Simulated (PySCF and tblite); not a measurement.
Values are calculated unless marked as measured or tabulated.
Molecule: 2-methylpyrrolidine, C5H11N, numbered as in [CH3:1][C@H:2]1[CH2:3][CH2:4][CH2:5][NH:6]1; H named by carrier, a and b as here (phase angle P 144°, Å):

```
C1       1.754   -0.175    0.710
C2       0.833    0.204   -0.451
C3      -0.145   -0.929   -0.798
C4      -1.367   -0.615    0.061
C5      -1.404    0.914   -0.008
N6      -0.018    1.357   -0.143
H1a      2.397    0.664    0.968
H1b      1.173   -0.451    1.588
H1c      2.385   -1.017    0.434
H2       1.455    0.461   -1.318
H3a     -0.416   -0.874   -1.853
H3b      0.280   -1.909   -0.595
H4a     -2.279   -1.072   -0.315
H4b     -1.208   -0.951    1.088
H5a     -1.892    1.368    0.856
H5b     -1.947    1.228   -0.908
H6       0.308    1.819    0.697
```

The ring 2–3–4–5–6 is held at Altona–Sundaralingam phase angles P (ν_j = ν_max cos(P + 144°(j − 2)), ν_j about the bond from ring atom j to j + 1, counted from 0) and the rest relaxed at GFN2-xTB. Energies: PBE0/pcSseg-1 + D3(BJ). Couplings: B3LYP/6-31G* with H pcJ-1, gas phase, for ¹H. Programs: tblite and PySCF.

One held structure gave ³J(H5b,H6) = 14.5, ³J(H3a,H4b) = 7.7, ³J(H2,H6) = 12.7, ³J(H3b,H4a) = 2.0, ³J(H4b,H5b) = 11.3, ³J(H4a,H5a) = 0.1, ³J(H2,H3b) = 6.9, ³J(H4b,H5a) = 7.9 Hz.

(1) At which phase angle P was it held?
A. 288°
B. 72°
C. 0°
D. 144°
E. 216°

## Answers

(1) E. It lies 0.21 kcal/mol above the lowest point.
